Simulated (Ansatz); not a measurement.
## H4SSi2, SMILES [SiH2]1[SiH2]S1: the energy of protonation at one site, step by step

With the Python package of Ansatz (0.2.0).

Interactive session:
```pycon
>>> import warnings
>>> import ansatz as az
>>> from ase import Atoms
>>> import numpy as np
>>> params = {
...     "basis_set": "cc-pVDZ",
...     "level": "mp2",
...     "net_charge": 1,
...     "fmax": 0.01,
... }
>>> warnings.simplefilter("ignore", az.DeckWarning)
>>> atoms = Atoms(["Si", "Si", "S", "H", "H", "H", "H"], positions=[
...     [-0.8686, -0.1715, -0.6569],
...     [0.7884, 0.47, 0.6399],
...     [0.4392, -1.5732, 0.0747],
...     [-2.1864, -0.3569, -0.0812],
...     [-0.7873, -0.0464, -2.1657],
...     [0.5889, 0.6476, 2.1043],
...     [2.087, 0.9623, 0.0391],
... ])
>>> geometry = az.Crystal.molecule_from_ase(atoms)
>>> calc = (
...     geometry.calculation()
...     .basis(gaussian=params["basis_set"])
...     .correlation(params["level"])  # correlation on top of the mean field
... )
>>> symbols = [site.symbol for site in geometry.cartesian_sites]
>>> start = np.array([site.position_ang for site in geometry.cartesian_sites], dtype=float)
>>> rep = calc.relax(force_tolerance=0.01).run(threads=1).report
>>> end = np.array(rep["positions_ang"])
>>> # start the new hydrogen opposite the existing bonds
>>> away = sum((end[2] - end[j]) / np.linalg.norm(end[2] - end[j]) for j in [0, 1]) + np.array([0.15, 0.1, -0.2])
>>> proton = end[2] + 1.4 * away / np.linalg.norm(away)
>>> acid = az.Crystal.molecule()
>>> for symbol, place in zip(symbols, end):
...     acid = acid.atom(symbol, place.tolist())
...
>>> acid = acid.atom("H", proton.tolist())
>>> protonated = (
...     acid.calculation()
...     .basis(gaussian=params["basis_set"])
...     .correlation(params["level"])  # correlation on top of the mean field
...     .charge(params["net_charge"])
...     .relax(force_tolerance=params["fmax"], max_steps=80)
... )
>>> after = protonated.run(threads=1).report
>>> xyz = np.array(after["positions_ang"])
>>> reach = np.linalg.norm(xyz[:-1] - xyz[-1], axis=1)
>>> print(f"base {rep['free_energy_ev']:.5f} eV, protonated {after['free_energy_ev']:.5f} eV")
base -26614.48974 eV, protonated -26622.93059 eV
>>> print(f"the proton ends {reach.min():.3f} A from {symbols[reach.argmin()]}{reach.argmin()}")
the proton ends 1.357 A from S2
>>> print(f"electronic proton affinity {23.060548 * (rep['free_energy_ev'] - after['free_energy_ev']):.1f} kcal/mol")
electronic proton affinity 194.7 kcal/mol
```

Reading the output:
- Total energies depend on the basis set; only differences at equal settings carry meaning.
- The proton is put on one chosen atom, which needn't be the most basic site, so the molecule's proton affinity can be higher; the ends are stationary points, not checked by frequencies, and zero-point and thermal terms count only where printed.
- Wall time of the script: 44 s on 1 thread of Arm Neoverse V2 (shared host), peak memory 0.25 GiB.
